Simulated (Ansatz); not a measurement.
System: fcc Pb. Method: PBE-D3(BJ) (PAW; Ansatz, a first-principles code).

Run with plane-wave cutoff 520 eV, 20×20×20 k mesh, Fermi–Dirac smearing 0.05 eV, scalar-relativistic PAW data made under PBE.

The volume scan:

| V (Å³/atom) | E − E_lowest (meV/atom) | P (GPa) |
|---|---|---|
| 28.635 | 17.33 | 3.24 |
| 29.244 | 7.37 | 2.02 |
| 29.854 | 1.76 | 0.95 |
| 30.463 | 0.00 | 0.00 |
| 31.072 | 1.64 | -0.84 |
| 31.682 | 6.30 | -1.59 |
| 32.291 | 13.63 | -2.26 |

### Question
Estimate the bulk modulus from the pressures at 29.854 and 31.072 Å³/atom, and compare it with a fit to all energies.

### Answer
B = −V dP/dV. Between V = 29.854 and 31.072 Å³/atom, dP/dV = (-0.84 − (0.95))/(31.072 − 29.854) = -1.47 GPa per Å³/atom; at the midpoint 30.463 Å³/atom this gives B ≈ 44.8 GPa. The third-order Birch–Murnaghan fit gives V0 = 30.462 Å³/atom, B0 = 44.8 GPa, B′ = 5.1, which lies within 1 % of that estimate.

Measured, for comparison: bulk modulus 47 GPa (corrected for temperature and zero-point phonon effects; as tabulated in Levämäki et al. (2014), arXiv:1402.3671); equilibrium volume per atom 29.45 Å³/atom (low-temperature or extrapolated to 0 K; zero-point anharmonic expansion removed; as tabulated in Csonka et al. (2009), arXiv:0903.4037). Computed (rounded) less measured: bulk modulus -5 %, equilibrium volume per atom +3.4 %.

Spin–orbit coupling is not included; it can shift volumes and moduli of such heavy elements.

Computed values are for the static lattice.
